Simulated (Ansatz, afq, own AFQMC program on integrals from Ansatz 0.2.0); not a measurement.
Two steps: Ansatz 0.2.0 writes the Fock matrix and Cholesky factors of the valence space, and afq projects on them the lowest state that overlaps trial and start.

```yaml
crystal:
  periodic: [false, false, false]
  atoms:
    - {symbol: B, position_ang: [0.000000, 0.000000, 0.000000]}
    - {symbol: N, position_ang: [0.000000, 0.000000, 1.315453]}
basis:
  gaussian: {orbitals: cc-pVDZ}
magnetization: {spin_polarized: true, initial_magnetization: 2}
correlation: {method: ccsd_t, electrons: outside_noble_gas, hamiltonian_folder: ham}
```

```sh
$ ansatz run in.yaml --threads 1 --pin off --events-out ev --progress --plain --max-ram 16896MiB --backend cuda --devices 0, --max-vram 18GiB
```

afq runs on the folder ham with

```
--method free --trial cisd --walkers 4000 --time-step 0.03 --max-blocks 4000 --target-error 0.00034 --factor-cut 1e-05 --seed 672 --times 0,0.3,0.6,1.2,1.8,2.4,3.6,4.8,6 --taylor-order 8
```

Times are imaginary, in 1/Eh. The walk had a cap of 61 s.

Output of the walk:

```
orbitals 26  electrons 5 3  factors 185 of 269
reference energy -78.99702104 Eh
CCSD correlation -0.19886805 Eh in 14 cycles, weight of the determinant in the CISD state 0.8782
repeat  energy at the last time / Eh  error
    10  -79.206377  0.000552
    20  -79.206420  0.000381
    30  -79.206398  0.000293
time / (1/Eh)  energy / Eh  error  mean overlap
  0.00  -79.195947  0.000038  1.1390
  0.30  -79.201701  0.000052  1.1389
  0.60  -79.203773  0.000055  1.1407
  1.20  -79.205402  0.000073  1.1450
  1.80  -79.205899  0.000079  1.1495
  2.40  -79.206180  0.000099  1.1561
  3.60  -79.206480  0.000113  1.1699
  4.80  -79.206679  0.000197  1.1785
  6.00  -79.206439  0.000286  1.1964
energy -79.206439 +/- 0.000286 Eh
```

The run passed its tests (error under three times the target), which doesn't prove that it has relaxed.

Against this walk (error 7.8 meV) on the same determinant: CCSD(T) 56.5 meV higher, CCSDT(Q) 16.6 meV lower, CCSDTQ 8.7 meV lower (within the noise), full CI 9.1 meV lower (within the noise). The error is statistical, and a free projection of finite length keeps a remainder of its start.

Cautions: remainder of the start not in the error; lower spins were not checked; raised T1 diagnostic (T1 0.045, weight of the determinant 0.88, largest double 0.10).

The walk took 14 s on 1 × NVIDIA H100 80GB HBM3 with 2 threads of AMD EPYC 7R13 Processor (Zen 3), on a shared host (the card was shared). The log's last line is the free-projection energy.

CCSDT and higher add their correlation energy to the determinant of the CCSD(T) run, since their own runs factorise the integrals more tightly (a shift of under 2 meV). A walk keeps the symmetry of its determinant, which the program's search chose and which needn't be the lowest solution, so a lower state of the same spin and another symmetry isn't excluded.
